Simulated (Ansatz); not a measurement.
Basis-set extrapolation for `OC1=CNC1` (PBE0-D4/def2-TZVP geometry, frozen core, Ansatz). Multiplicity 1, RHF reference.

```csv
,def2-TZVPP,def2-QZVPP
HF,-245.838247,-245.849593
MP2 correlation,-0.927795,-0.992622
CCSD(T) correlation,-0.992848,not run
```

Energies in hartree. Use E(X) = E(∞) + A·exp(−7.88·√X) for Hartree–Fock and E(X) = E(∞) + B·X^(−2.97) for correlation, with X = 3 and 4, and add CCSD(T) minus MP2 of the smaller set to the MP2 limit.

What is the CCSD(T) energy at the basis-set limit?

HF limit: -245.849593 + (-0.011346) × 0.13774 = -245.85116. MP2 limit: -0.992622 + (-0.064827) × 0.74074 = -1.04064. Higher-order term: -0.992848 − (-0.927795) = -0.06505. Total: -246.95685 hartree, 78.9 kcal/mol below CCSD(T)/def2-TZVPP.
